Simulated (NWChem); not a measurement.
Basis-set convergence for chlorine (Cl₂)

```xyz
2

Cl     0.0000     0.0000     1.0128
Cl     0.0000     0.0000    -1.0128
```
Charge 0, spin multiplicity 1.

Program: NWChem. All single points use one geometry, from PBE0/def2-SVP, a minimum by its harmonic frequencies.

Quantity: LUMO energy at the level PBE.

The Pople sets run with spherical d functions.

```json
[
 {"basis": "3-21G", "functions": "26", "LUMO energy (eV)": "?"},
 {"basis": "6-31G*", "functions": "36", "LUMO energy (eV)": "?"},
 {"basis": "pcseg-1", "functions": "36", "LUMO energy (eV)": "-4.64"},
 {"basis": "cc-pVDZ", "functions": "36", "LUMO energy (eV)": "?"},
 {"basis": "def2-SVP", "functions": "36", "LUMO energy (eV)": "-4.21"},
 {"basis": "6-31+G*", "functions": "44", "LUMO energy (eV)": "-4.70"},
 {"basis": "aug-pcseg-1", "functions": "54", "LUMO energy (eV)": "-4.64"},
 {"basis": "6-311++G**", "functions": "60", "LUMO energy (eV)": "-4.69"},
 {"basis": "def2-TZVP", "functions": "74", "LUMO energy (eV)": "-4.44"},
 {"basis": "aug-cc-pVTZ", "functions": "100", "LUMO energy (eV)": "-4.53"}
]
```

**Question.** Complete the blanks.

**Answer.** 
- 3-21G, LUMO energy (eV): -4.79
- 6-31G*, LUMO energy (eV): -4.56
- cc-pVDZ, LUMO energy (eV): -4.42
